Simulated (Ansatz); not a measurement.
This script for Ansatz 0.2.0 through its Python package starts 2 runs on C2H2S, SMILES C=C=S. What input does the engine get in each?

`cas_c2h2s.py`
```python
"""Static correlation in C2H2S: natural occupations of an active space."""

import ansatz as az


def main() -> None:
    geometry_ang = [
        ("C", (0.6309, -0.321, 0.12)),
        ("C", (-0.5835, 0.2527, -0.1126)),
        ("S", (-2.2221, 0.9934, -0.4302)),
        ("H", (1.5026, -0.0143, -0.5229)),
        ("H", (0.7221, -0.9844, 0.9043)),
    ]
    system = az.Crystal.molecule()
    for symbol, xyz in geometry_ang:
        system = system.atom(symbol, xyz)

    calc = system.calculation()
    calc = calc.basis(gaussian="def2-SVP")
    calc = calc.correlation(active_electrons=2, active_orbitals=2)
    for method in [None, "sc_nevpt2"]:
        rep = (calc if method is None else calc.correlation(method)).run(threads=1, pin="off").report
        space = rep["configurations"]
        state = space["states"][0]
        print(method or "casscf", f"total {rep['free_energy_ev'] / 27.211386246:.6f} Ha, active-space state {state['energy']['hartree']:.6f} Ha, mean field {rep['reference_energy_ev'] / 27.211386246:.6f} Ha")
        print("  determinants", state["n_determinants"], " natural occupations", [round(n, 3) for n in space["natural_occupations"]])
    print("effectively unpaired electrons, sum of min(n, 2 - n):", round(sum(min(n, 2 - n) for n in space["natural_occupations"]), 3))


if __name__ == "__main__":
    main()
```

Run 1:
```yaml
crystal:
  periodic: [false, false, false]
  atoms:
    - { symbol: C, position_ang: [0.6309, -0.321, 0.12] }
    - { symbol: C, position_ang: [-0.5835, 0.2527, -0.1126] }
    - { symbol: S, position_ang: [-2.2221, 0.9934, -0.4302] }
    - { symbol: H, position_ang: [1.5026, -0.0143, -0.5229] }
    - { symbol: H, position_ang: [0.7221, -0.9844, 0.9043] }
basis:
  gaussian:
    orbitals: def2-SVP
correlation:
  active_space:
    window:
      electrons: 2
      orbitals: 2
```

Run 2, against run 1:
```diff
+  method: sc_nevpt2
```

```console
$ python cas_c2h2s.py
casscf total -474.160425 Ha, active-space state -474.160425 Ha, mean field -474.133608 Ha
  determinants 4  natural occupations [1.857, 0.143]
sc_nevpt2 total -474.528963 Ha, active-space state -474.160425 Ha, mean field -474.133608 Ha
  determinants 4  natural occupations [1.857, 0.143]
effectively unpaired electrons, sum of min(n, 2 - n): 0.285
```

Total energies depend on the basis set; only differences at equal settings carry meaning. The geometry is a force-field or estimated start, not a minimum of this method, and the basis set is short of its limit. The active space starts as a window about the frontier orbitals and is then optimised, not chosen by chemistry. Run time: 2.6 s on 1 thread of Arm Neoverse V1 (shared host), peak memory 0.16 GiB.

(Lines on the test bed's own set-up are left out of the output.)
